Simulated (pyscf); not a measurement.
# Substitution at S: `[GeH3][S][SbH2]` + `[H]` [doublet] → `[SH][GeH3]` + `[SbH2]` [doublet]

Gas phase, doublet surface, charge 0. Bonds broken: S2–Sb3. Bonds formed: S2–H9. PySCF, gas phase, ωB97X-D3(BJ)/def2-SVP geometries.

Transition state (Å):

```xyz
9

Ge    -1.5653     1.1303    -1.0220
S     -0.9296    -0.2132     0.6297
Sb     0.0213    -2.0290    -0.7580
H     -2.2233     2.3558    -0.3770
H     -2.5610     0.3789    -1.9161
H     -0.3344     1.5375    -1.8441
H      0.8812    -0.9805    -1.8026
H     -1.2875    -2.0811    -1.8608
H     -1.2742     1.2051     1.9913
```

One imaginary mode, 645i cm⁻¹; descent along it reached the two sides named.

| bond | change | reactant side (Å) | saddle | product side |
|---|---|---|---|---|
| S2–Sb3 | breaks | 2.423 | 2.475 | 3.5 |
| S2–H9 | forms | 3.5 | 1.996 | 1.347 |

Electronic energies relative to the separated reactants (kcal/mol):

```csv
level,barrier,reaction energy,reverse barrier
ωB97X-D3(BJ)/def2-TZVP,2.0,-25.0,27.1
PBE/def2-TZVP,-2.5,-30.1,27.6
r²SCAN/def2-TZVP,-4.0,-32.2,28.2
B3LYP-D3(BJ)/def2-TZVP,-3.2,-32.3,29.1
PBE0-D3(BJ)/def2-TZVP,-1.3,-29.4,28.1
M06-2X/def2-TZVP,0.8,-36.0,36.8
ωB97M-D3(BJ)/def2-TZVP,1.3,-34.3,35.7
HF/def2-TZVP,9.7,-34.9,44.6
```

With ωB97M-D3(BJ)/def2-TZVP energies and thermal terms (ideal gas, 1 atm, RRHO with modes under 100 cm⁻¹ raised to 100, one conformer, R ln 2 for chiral ones without a mode under 150 cm⁻¹), in kcal/mol:

```
T (K)  ΔH‡   ΔG‡     ΔH     ΔG
-----  ---  ----  -----  -----
298    1.1   7.6  -32.3  -35.7
600    0.7  14.3  -33.6  -38.6
900    0.4  21.2  -34.9  -40.9
1200   0.1  28.2  -36.2  -42.7
```

At PBE, r²SCAN, B3LYP-D3(BJ), PBE0-D3(BJ) this geometry lies under the reactants; that is no barrier but a single point on another level's saddle; such a level's own saddle, if it has one, lies nearer that side and is low. One saddle was located; it need not be the lowest between these sides. The angle at the attacked S is 166°. Elements up to Kr have no core potential and no relativistic terms here. Elements past Kr carry the def2 core potentials, without spin-orbit coupling.
